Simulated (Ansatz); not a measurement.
# AlCP+ (doublet): wave-function methods side by side, def2-TZVPP

One table from this session's results is given with a row withheld; the runs are named, their logs left out.

Computed with Ansatz 0.2.0, Gaussian basis. Level: def2-TZVPP, core rule «outside noble gas», up to 11 orbitals frozen.

The runs, in order: UHF; ROHF; CCSD(T) on UHF.

2 further runs of the same task are left out: 2 set aside as unsound or not needed.

## What is computed

The geometry is a PBE0/def2-TZVP stationary point (not a proven minimum) of the parent state, kept for this charge and spin.

3 atoms, charge 1, spin multiplicity 2.

Atoms are counted from 1 here; the program's logs count them from 0.

Bond lengths: Al1–C3 1.984 Å, P2–C3 1.554 Å. Angles: Al1–C3–P2 180.0°.

Set-up of the first run:

The input, in.yaml:

```yaml
crystal:
  periodic: [false, false, false]
  atoms:
    - {symbol: Al, position_ang: [0.000000, 0.000000, 1.840546]}
    - {symbol: P, position_ang: [0.000000, 0.000000, -1.697047]}
    - {symbol: C, position_ang: [0.000000, 0.000000, -0.143499]}
basis:
  gaussian: {orbitals: def2-TZVPP}
total_charge: 1
magnetization: {spin_polarized: true, initial_magnetization: 1}
hamiltonian: {xc: hf}
output: {orbitals: {seedname: orbitals}}
```

Run with:

```console
$ ansatz run in.yaml --threads 1 --pin off --events-out ev --progress --plain --max-ram 2560MiB --backend cpu
```

Steps of the session up to this table: UHF; ROHF; CCSD(T) on UHF.

One of the session's tables, all rows but one given; the rest of the session is left out.

| method | from UCCSD(T) (kJ/mol) |
| --- | --- |
| ROHF | +915.6 |
| UMP2 | +142.2 |
| UCCSD | ? |
| UCCSD(T) | 0 |

Estimate the missing values for UCCSD.

**Answer.** from UCCSD(T) (kJ/mol): +61.7. In the column «from UCCSD(T) (kJ/mol)» it lies between UCCSD(T) (0) and UMP2 (+142.2).

Left out of the table: UHF (another determinant or state than the rows shown).

Limits of these values: The determinant is far from a pure spin state, so its energy mixes those of several spin states (harmless only where they are near-degenerate, as at dissociation). Warnings: spin contamination; coupled cluster took another determinant than the lowest.
